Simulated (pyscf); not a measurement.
PySCF, gas phase, ωB97X-D3(BJ)/def2-SVP geometries. Correlated levels are frozen-core, on RHF or UHF. ΔMP2 is the change of the MP2 total energy from the triple- to the quadruple-zeta basis.

SMILES: C[Si]C
```xyz
9

C      0.7140    -0.7112    -0.0279
Si    -0.3636     0.4485    -1.0897
C     -0.2566     1.9874     0.0300
H      1.0482    -1.6152    -0.5600
H      0.0654    -1.0454     0.8077
H      1.5835    -0.2124     0.4343
H     -0.3051     1.7543     1.1080
H     -0.9989     2.7637    -0.2117
H      0.7464     2.4257    -0.1490
```
Charge 0, spin multiplicity 1.

**Question.** How much does it cost (ΔH, 298 K, CCSD(T)/def2-TZVPP + ΔMP2(QZVPP)) to split H₃C–Si:–CH₃ (SMILES C[Si]C) [singlet] at its C–H bond into [H₂C=Si–CH₃]• + H•?

**Answer.** C–H to [H₂C=Si–CH₃]• + H•: 370.6 kJ/mol. The radicals are drawn with the spin at the cut bond; how far it spreads was not checked. H₃C–Si:–CH₃ [singlet] lies 30.9 kJ/mol over its isomer H₂C=CH–SiH₃, and others may lie lower still (electronic energy, ωB97M-D3(BJ)). [H₂C=Si–CH₃]• lies 36.7 kJ/mol over its isomer H₂C=CH–SiH₂•, and others may lie lower still (electronic energy, ωB97M-D3(BJ)). The CCSD(T) − MP2 part came from Ansatz, without density fitting, on the same reference. An open-shell T1 diagnostic exceeds 0.045. A UHF reference is spin-contaminated (<S²> up to 1.10), which harms MP2 most.
